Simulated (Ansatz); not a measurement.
Consider the formal hydrolysis of a C–C bond: `CCC(C)C(=O)O` + H₂O → `O=C(O)O` + `CCCC`.

Calculated with Ansatz (gas phase, PBE0-D4/def2-TZVP geometries, no zero-point term in ΔE). CCSD(T)/CBS adds triple-zeta CCSD(T) − MP2 to the extrapolated MP2 energy (def2 sets, frozen cores). This one scheme is used for every species. Functionals use def2-TZVPP. HSE06 is defined as in plane-wave codes. Each species was taken in one conformer, which may not be the lowest.

| level | ΔE (kJ/mol) | difference from CCSD(T)/CBS |
| --- | --- | --- |
| B97M-V | -21.5 | -20.6 |
| PBE0-D4 | -18.2 | -17.3 |
| HSE06-D4 | -18.7 | -17.8 |
| BHLYP-D4 | -17.9 | -17.0 |
| PBE-QIDH | -16.6 | -15.7 |
| PBE0 | -25.4 | -24.5 |
| LC-ωPBE | -23.0 | -22.1 |
| HF/def2-TZVPP | -36.5 | -35.6 |
| CCSD/def2-TZVPP | -10.4 | -9.5 |
| SCS-MP2/def2-QZVPP | -4.2 | -3.3 |
| CCSD(T)/CBS | -0.9 | 0 |

Largest T1 diagnostic among the species: 0.014.

The D4 term adds +12.2 kJ/mol with B3LYP and +7.2 kJ/mol with PBE0; it sums over pairs of atoms, weighted by their polarisabilities, and B3LYP, whose exchange is more repulsive, gets the larger term. At CCSD(T), def2-SVP lies −24.4 kJ/mol from the extrapolated value and def2-TZVPP −5.8 kJ/mol. Leaving LDA and LC-ωPBE aside and taking each functional with its dispersion term where it has one, the values, not all of them listed here, spread over 8.5 kJ/mol, from B97M-V to revPBE-D4. LDA lies +4.6 kJ/mol from PBE without D4.

B3LYP here is the variant with VWN-RPA as its local correlation; programs differ in this.
